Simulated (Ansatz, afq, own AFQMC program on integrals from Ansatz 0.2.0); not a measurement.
## Where AFQMC and coupled cluster stand for H₃, doublet

```xyz
3

H     0.0000    0.0000   -0.8930
H     0.0000    0.0000    0.0740
H     0.0000    0.0000    0.8190
```

Basis cc-pVTZ. Noble-gas cores (and the filled d shells of Ga–Kr and In–Xe) are frozen. Ansatz 0.2.0 and our own AFQMC program on the same integrals; the CISD trial comes from CCSD amplitudes, and released means the phaseless constraint is let go. Uncertainties: one standard error, sampling alone.

Determinant: UHF, the one that the program's search chose, which needn't be the lowest solution. The geometry is a point of a scan.

Full CI on the same integrals is exact in this basis and with this determinant's frozen core.

The T1 diagnostic is 0.0154 and the weight of the determinant in the CISD state is 0.974. The ⟨S²⟩ of the determinant is 0.769. The size of the correlated space is 3 electrons in 42 orbitals.

```tsv
level	correlation energy (eV)
MP2	-1.0670
CCSD	-1.3561
CCSD(T)	-1.3672
```

**Question.** Estimate where AFQMC with the constraint released lies against CCSD(T) on the same integrals.

**Answer.** 0.06 ± 0.002 kcal/mol below CCSD(T).

Reference: full CI, correlation energy -1.370 eV. The released energy is read at 2.40 1/Eh (meV from the phaseless value at times in 1/Eh: -0.19 ± 0.17 at 0.24, -0.26 ± 0.13 at 0.51, -0.21 ± 0.11 at 0.99, -0.42 ± 0.11 at 1.62, -0.31 ± 0.10 at 2.40).

| level | E − E(reference) (kcal/mol) | share of correlation (%) |
| --- | --- | --- |
| CCSD(T) | 0.06 | 99.80 |
| ph-AFQMC/HF | 0.14 ± 0.09 | 99.55 |
| ph-AFQMC/CISD | 0.01 ± 0.003 | 99.97 |
| released AFQMC | 0.00 ± 0.002 | 99.99 |

A walk keeps the symmetry of its determinant, which the program's search chose and which needn't be the lowest solution, so a lower state of the same spin and another symmetry isn't excluded. Released energies are given only where the last usable release times agree within the noise; a slower fall can still hide under it.
